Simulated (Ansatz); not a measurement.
**Solid chlorine**

Method: PBE0-D3(BJ) (plane waves, PAW; Ansatz, a quantum-chemistry and plane-wave program).

Cell: relaxed at this level.

| Quantity | Value |
|---|---|
| lattice energy | 31 kJ/mol |
| volume per molecule | 55.56 Å³ |

The computed numbers hold no vibrational or temperature effects.

The result took very roughly 2.5 core-minutes.
